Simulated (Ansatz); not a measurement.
Born–Oppenheimer molecular dynamics of AlH7Si (9 atoms, charge 0, multiplicity 1). It starts at the highest image of a converged band, a first-order saddle point between two minima.

Level of theory: Ansatz 0.2.0, RKS BLYP-D4/def2-SVP.

```yaml
ensemble: NVE (velocity Verlet)
time_step: 0.5 fs
steps_asked: 200
starting_velocities_drawn_for: 300 K
seed: 2922
```

First frame:

```xyz
9
Properties=species:S:1:pos:R:3
Al -0.122 -0.124 -0.006
H 0.244 0.378 1.604
H 1.166 0.083 -0.900
H -1.677 0.042 -0.239
Si 0.154 -2.589 0.980
H -0.208 -3.317 -0.289
H 1.546 -2.994 1.368
H -0.806 -3.025 2.049
H 0.243 -0.747 1.526
```

Task: What does the run give?

Result: All steps were run.

| Quantity | Value |
| --- | --- |
| steps done | 200 |
| time covered | 100 fs |
| mean temperature over the second half | 718 K |
| spread of the potential energy over the second half | 13.3 meV per atom |
| mean potential energy of the second half above the start | -42.0 meV per atom |

The conserved energy stayed within 0.46 meV per atom of its start (net change -0.38 meV per atom), so the integration is sound. The kinetic energy rose, since the run started high on the potential surface and went downhill. It ends in pieces (AlH5Si + H2), so much of that is their flight and rotation, not heat. A run of 0.1 ps of so small a system gives no equilibrium averages. The orbitals stay closed-shell, which can raise the energy where a bond breaks towards radicals; this wasn't checked here.

Task: What happens to the structure?

Result: Between its relaxed ends the band would form Al1–Si5, H2–H9 and break Al1–H2, Si5–H9. These pairs go: Al1–Si5 2.67 → 2.42 Å, H2–H9 1.13 → 0.73 Å, Al1–H2 1.73 → 4.45 Å, Si5–H9 1.92 → 6.25 Å. In the last frame they stand as after the step (other bonds may differ from the relaxed reactants and products). Also parted: Al1–H9 1.69 → 5.09 Å. It ends as AlH5Si + H2. Pairs count as bonded within 1.25 times the sum of covalent radii (0.12 Å more for H–H). Another seed would give other details.

Task: How do temperature and energy run in time?

Result: 
```json
{"time (fs)": "0", "T (K)": "300", "potential energy less start (eV)": "0.000", "conserved less start (meV/atom)": "0.00"}
{"time (fs)": "3", "T (K)": "195", "potential energy less start (eV)": "0.095", "conserved less start (meV/atom)": "0.06"}
{"time (fs)": "6", "T (K)": "145", "potential energy less start (eV)": "0.141", "conserved less start (meV/atom)": "0.07"}
{"time (fs)": "9", "T (K)": "196", "potential energy less start (eV)": "0.094", "conserved less start (meV/atom)": "0.01"}
{"time (fs)": "12", "T (K)": "130", "potential energy less start (eV)": "0.155", "conserved less start (meV/atom)": "0.07"}
{"time (fs)": "15", "T (K)": "136", "potential energy less start (eV)": "0.149", "conserved less start (meV/atom)": "0.05"}
{"time (fs)": "18", "T (K)": "161", "potential energy less start (eV)": "0.126", "conserved less start (meV/atom)": "0.05"}
{"time (fs)": "21", "T (K)": "175", "potential energy less start (eV)": "0.113", "conserved less start (meV/atom)": "0.05"}
{"time (fs)": "24", "T (K)": "157", "potential energy less start (eV)": "0.130", "conserved less start (meV/atom)": "0.03"}
{"time (fs)": "27", "T (K)": "130", "potential energy less start (eV)": "0.154", "conserved less start (meV/atom)": "0.07"}
{"time (fs)": "30", "T (K)": "204", "potential energy less start (eV)": "0.088", "conserved less start (meV/atom)": "0.03"}
{"time (fs)": "33", "T (K)": "226", "potential energy less start (eV)": "0.067", "conserved less start (meV/atom)": "0.07"}
{"time (fs)": "36", "T (K)": "370", "potential energy less start (eV)": "-0.063", "conserved less start (meV/atom)": "0.07"}
{"time (fs)": "39", "T (K)": "488", "potential energy less start (eV)": "-0.170", "conserved less start (meV/atom)": "0.01"}
{"time (fs)": "42", "T (K)": "729", "potential energy less start (eV)": "-0.390", "conserved less start (meV/atom)": "-0.21"}
{"time (fs)": "45", "T (K)": "729", "potential energy less start (eV)": "-0.387", "conserved less start (meV/atom)": "0.14"}
{"time (fs)": "48", "T (K)": "927", "potential energy less start (eV)": "-0.570", "conserved less start (meV/atom)": "-0.30"}
{"time (fs)": "51", "T (K)": "979", "potential energy less start (eV)": "-0.617", "conserved less start (meV/atom)": "-0.34"}
{"time (fs)": "54", "T (K)": "828", "potential energy less start (eV)": "-0.476", "conserved less start (meV/atom)": "0.16"}
{"time (fs)": "57", "T (K)": "885", "potential energy less start (eV)": "-0.530", "conserved less start (meV/atom)": "-0.11"}
{"time (fs)": "60", "T (K)": "905", "potential energy less start (eV)": "-0.550", "conserved less start (meV/atom)": "-0.22"}
{"time (fs)": "63", "T (K)": "798", "potential energy less start (eV)": "-0.450", "conserved less start (meV/atom)": "0.04"}
{"time (fs)": "66", "T (K)": "721", "potential energy less start (eV)": "-0.378", "conserved less start (meV/atom)": "0.36"}
{"time (fs)": "69", "T (K)": "762", "potential energy less start (eV)": "-0.418", "conserved less start (meV/atom)": "-0.04"}
{"time (fs)": "72", "T (K)": "755", "potential energy less start (eV)": "-0.413", "conserved less start (meV/atom)": "-0.12"}
{"time (fs)": "75", "T (K)": "598", "potential energy less start (eV)": "-0.268", "conserved less start (meV/atom)": "0.20"}
{"time (fs)": "78", "T (K)": "543", "potential energy less start (eV)": "-0.219", "conserved less start (meV/atom)": "0.13"}
{"time (fs)": "81", "T (K)": "653", "potential energy less start (eV)": "-0.323", "conserved less start (meV/atom)": "-0.43"}
{"time (fs)": "84", "T (K)": "613", "potential energy less start (eV)": "-0.287", "conserved less start (meV/atom)": "-0.42"}
{"time (fs)": "87", "T (K)": "513", "potential energy less start (eV)": "-0.191", "conserved less start (meV/atom)": "0.18"}
{"time (fs)": "90", "T (K)": "628", "potential energy less start (eV)": "-0.298", "conserved less start (meV/atom)": "-0.13"}
{"time (fs)": "93", "T (K)": "719", "potential energy less start (eV)": "-0.381", "conserved less start (meV/atom)": "-0.25"}
{"time (fs)": "96", "T (K)": "661", "potential energy less start (eV)": "-0.327", "conserved less start (meV/atom)": "0.01"}
{"time (fs)": "99", "T (K)": "598", "potential energy less start (eV)": "-0.265", "conserved less start (meV/atom)": "0.42"}
```

Run time: 2.9 min on 1 thread of Intel(R) Xeon(R) 6975P-C (Granite Rapids), with other jobs on the host, peak memory 0.13 GiB.
